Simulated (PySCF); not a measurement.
Isomers C$_{5}$H$_{10}$:

A. `C=CCCC`
B. `InChI=1S/C5H10/c1-3-5-4-2/h3,5H,4H2,1-2H3/b5-3+`
C. SMILES C/C=C\CC

Spectrum 1. $^{1}$H NMR (500 MHz, computed): δ 6.03 (ddt, J = 17.9, 11.2, 8.4 Hz, 1H), 5.34 (dq, J = 17.9, 2.0 Hz, 1H), 5.21 (ddt, J = 11.2, 2.4, 1.4 Hz, 1H), 1.88 (qt, J = 8.1, 1.6 Hz, 2H), 1.22 (sext, J = 8.1 Hz, 2H), 1.01 (t, J = 8.2 Hz, 3H). $^{13}$C{$^{1}$H} NMR (computed): δ 148.9 (CH), 121.9 (CH2), 41.6 (CH2), 27.1 (CH2), 16.6 (CH3).

Spectrum 2. $^{1}$H NMR (500 MHz, computed): δ 5.59 (m, 1H), 5.56 (m, 1H), 2.04 (m, 2H), 1.71 (m, 3H), 0.96 (t, J = 8.4 Hz, 3H). $^{13}$C{$^{1}$H} NMR (computed): δ 140.2 (CH), 131.9 (CH), 23.4 (CH2), 16.4 (CH3), 14.8 (CH3).

Spectrum 3. $^{1}$H NMR (500 MHz, computed): δ 5.61 (m, 1H), 5.61 (m, 1H), 1.93 (m, 2H), 1.74 (m, 3H), 0.96 (t, J = 8.4 Hz, 3H). $^{13}$C{$^{1}$H} NMR (computed): δ 141.7 (CH), 133.2 (CH), 31.0 (CH2), 21.2 (CH3), 17.0 (CH3).

PySCF 2.14 calculation with shieldings: GIAO PBE0/pcSseg-1, geometry: PBE0-D3(BJ)/def2-SVP and B3LYP/pcJ-1 coupling constants (spin–dipole term left out of most H,H and C,H couplings); no relativistic terms, no solvent model, a single conformation, one averaged value for each set of equivalent atoms.

δ = σ(ref) − σ, references computed at the same level: $^{1}$H (σ = 31.27 ppm) and $^{13}$C (σ = 184.41 ppm) vs TMS. Multiplet labels drop J under 1 Hz and among equivalent protons, and merge close values. Unscaled 3J(H,H) run several per cent high. Shifts are as computed. Against solution values, carbons near 30 ppm lie about +2 ppm off and those near 130 ppm about +5 ppm. Of 1211 compounds with measured shifts, 218 miss one by over three times the rms of a fit or turn the order of signals round; such compounds aren't used in these exercises. Across acyclic CH2–CH2 and CH–CH2 bonds, 3J(H,H) assumes equally populated rotamers.

Match each spectrum to its structure.

## Answers

1–A, 2–C, 3–B.

- Spectrum 1 (A): 5 $^{13}$C signals; δC 148.9 is an alkene CH; δC 121.9 is a terminal =CH2 carbon.
- Spectrum 2 (C): 5 $^{13}$C signals; δC 140.2 is an alkene CH; δC 131.9 is an alkene CH.
- Spectrum 3 (B): 5 $^{13}$C signals; δC 141.7 is an alkene CH; δC 133.2 is an alkene CH.
